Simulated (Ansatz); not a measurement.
# Al₂H₂ (triplet): the correlation ladder at distance Al1–H3 = 1.712 Å, cc-pVDZ

How much of the correlation energy of Al₂H₂ (triplet) does each wave-function method recover here?

The runs use Ansatz 0.2.0, Gaussian basis; cc-pVDZ, core rule «outside noble gas», up to 10 orbitals frozen.

To be run: UHF; CCSD(T) on ROHF; CCSD(T) on UHF; BCCD(T) on ROHF; CISD; CCSDT(Q) on ROHF; CCSDT(Q) on UHF; CASSCF and MRCISD+Q, 4 electrons in 4 orbitals; CASSCF and NEVPT2, 4 electrons in 4 orbitals; CASSCF and MRCISD+Q, 8 electrons in 10 orbitals; CASSCF and NEVPT2, 8 electrons in 10 orbitals.

20 further runs of the same task are left out: 16 that didn't finish, 4 set aside as unsound or not needed.

## 1. What is computed

The geometry derives from a PBE0/def2-TZVP stationary point (not a proven minimum). One bond is set to the value named and the two fragments are kept rigid.

4 atoms, charge 0, spin multiplicity 3.

Atoms are counted from 1 here; the program's logs count them from 0.

Bond lengths: Al1–Al2 2.300 Å, Al1–H3 1.712 Å, Al2–H4 1.575 Å. Angles: Al2–Al1–H3 180.0°, Al1–Al2–H4 180.0°.

## 2. UHF

File in.yaml:

```yaml
crystal:
  periodic: [false, false, false]
  atoms:
    - {symbol: Al, position_ang: [0.000000, 0.000000, 1.115642]}
    - {symbol: Al, position_ang: [0.000000, 0.000000, -1.184370]}
    - {symbol: H, position_ang: [0.000000, 0.000000, 2.827642]}
    - {symbol: H, position_ang: [0.000000, 0.000000, -2.758913]}
basis:
  gaussian: {orbitals: cc-pVDZ}
magnetization: {spin_polarized: true, initial_magnetization: 2}
hamiltonian: {xc: hf}
output: {orbitals: {seedname: orbitals}}
```

Command:

```console
$ ansatz run in.yaml --threads 1 --pin off --events-out ev --progress --plain --max-ram 2393MiB
```

The runs that follow: CCSD(T) on ROHF; CCSD(T) on UHF; BCCD(T) on ROHF; CISD; CCSDT(Q) on ROHF; CCSDT(Q) on UHF; CASSCF and MRCISD+Q, 4 electrons in 4 orbitals; CASSCF and NEVPT2, 4 electrons in 4 orbitals; CASSCF and MRCISD+Q, 8 electrons in 10 orbitals; CASSCF and NEVPT2, 8 electrons in 10 orbitals.

Q: Predict the results of all the runs planned. Wanted: UCCSDT(Q) below the RHF energy; RMP2 from UCCSDT(Q); UMP2 from UCCSDT(Q); RCCSD from UCCSDT(Q); RCCSD(T) from UCCSDT(Q); UCCSD(T) from UCCSDT(Q); RCCSDT(Q) from UCCSDT(Q); NEVPT2 pair from UCCSDT(Q); MRCISD+Q pair from UCCSDT(Q).

As calculated:

| quantity | value |
| --- | --- |
| UCCSDT(Q) below the RHF energy | -3.8930 eV |
| RMP2 from UCCSDT(Q) | +1023.0 meV |
| UMP2 from UCCSDT(Q) | +1029.9 meV |
| RCCSD from UCCSDT(Q) | +177.3 meV |
| RCCSD(T) from UCCSDT(Q) | +47.8 meV |
| UCCSD(T) from UCCSDT(Q) | +48.0 meV |
| RCCSDT(Q) from UCCSDT(Q) | +0.2 meV |
| NEVPT2 pair from UCCSDT(Q) | +1012.2 meV |
| MRCISD+Q pair from UCCSDT(Q) | +28.3 meV |
| NEVPT2 valence from UCCSDT(Q) | +673.6 meV |
| levels within 1 kcal/mol (43 meV) | RCCSDT, UCCSDT, RCCSDT(Q), MRCISD+Q pair, MRCISD+Q valence |
| T1 diagnostic | 0.024 |
| effectively unpaired electrons | 2.04 |

What this shows: RCCSD(T) lands +47.8 meV from the yardstick (1.2 % of the correlation energy). One determinant dominates. Of the multireference levels listed MRCISD+Q valence comes nearest in total energy (-6.1 meV), which doesn't show that its space is the better one. These misses are within one basis, not against nature; the frozen cores of restricted and unrestricted runs differ, which can shift their rows.
